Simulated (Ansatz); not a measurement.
# AlO+ (triplet): wave-function methods side by side, def2-TZVPP

The task here is to estimate one member of a computed series from the others.

The runs use Ansatz 0.2.0, Gaussian basis; def2-TZVPP, core rule «outside noble gas», up to 6 orbitals frozen.

The runs, in order: UHF; ROHF; CCSD(T) on UHF.

2 further runs of the same task are left out: 2 set aside as unsound or not needed.

**What is computed**

The geometry is a PBE0/def2-TZVP stationary point (not a proven minimum) of the parent state, kept for this charge and spin.

2 atoms, charge 1, spin multiplicity 3.

Atoms are counted from 1 here; the program's logs count them from 0.

Bond lengths: Al1–O2 1.620 Å.

The first run:

in.yaml reads:

```yaml
crystal:
  periodic: [false, false, false]
  atoms:
    - {symbol: Al, position_ang: [0.000000, 0.000000, 0.000000]}
    - {symbol: O, position_ang: [0.000000, 0.000000, 1.620001]}
basis:
  gaussian: {orbitals: def2-TZVPP}
total_charge: 1
magnetization: {spin_polarized: true, initial_magnetization: 2}
hamiltonian: {xc: hf}
output: {orbitals: {seedname: orbitals}}
```

Launch:

```
> ansatz run in.yaml --threads 1 --pin off --events-out ev --progress --plain --max-ram 4096MiB --backend cpu
```

Among the steps run: UHF; ROHF; CCSD(T) on UHF.

One table of the session follows, with a row left open; its other results are not shown here.

| method | from UCCSD(T) (meV) |
| --- | --- |
| ROHF | +6377.7 |
| UHF | +6235.1 |
| UMP2 | +576.3 |
| UCCSD | ? |
| UCCSD(T) | 0 |

Estimate the missing values for UCCSD.

The run gave: from UCCSD(T) (meV): +203.5. In the column «from UCCSD(T) (meV)» it lies between UCCSD(T) (0) and UMP2 (+576.3).
